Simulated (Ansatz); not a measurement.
Relaxation of C2H6OS3 (12 atoms, charge 0, multiplicity 1), to a largest force component of 0.02 eV/Å in at most 50 steps.

Theory: Ansatz, RKS PBE0-D4/def2-SVP.

```xyz
12
Properties=species:S:1:pos:R:3
C -0.207 -1.619 0.310
C -0.132 -0.061 0.182
O 0.803 0.377 1.114
S -1.654 0.725 0.561
S 0.393 0.356 -1.542
S 1.021 2.335 -1.384
H -0.967 -1.992 -0.392
H -0.498 -1.852 1.310
H 0.712 -2.047 0.153
H 0.648 1.326 1.246
H -2.359 0.282 -0.520
H 2.316 2.115 -1.004
```

Q: Where does it end, and by what steps?

A: It converged. After 7 steps the energy has fallen by 0.360 eV; H10 moved furthest, 0.25 Å.

```csv
step,energy less start (eV),largest force component (eV/Å),accepted
0,0.0000,2.748,yes
1,-0.2332,1.454,yes
2,-0.3296,0.787,yes
3,-0.3418,0.756,yes
4,-0.3585,0.211,yes
5,-0.3601,0.023,yes
6,-0.3603,0.024,yes
7,-0.3604,0.010,yes
```

```xyz
12
Properties=species:S:1:pos:R:3
C -0.201 -1.606 0.323
C -0.136 -0.096 0.251
O 0.751 0.365 1.184
S -1.770 0.703 0.602
S 0.410 0.307 -1.501
S 0.919 2.290 -1.255
H -0.886 -2.009 -0.436
H -0.568 -1.898 1.316
H 0.805 -2.025 0.170
H 0.819 1.328 1.060
H -2.317 0.475 -0.611
H 2.251 2.111 -1.068
```

Time of the run: 41 s on 2 threads of Arm Neoverse V1 (shared host), peak memory 0.34 GiB.
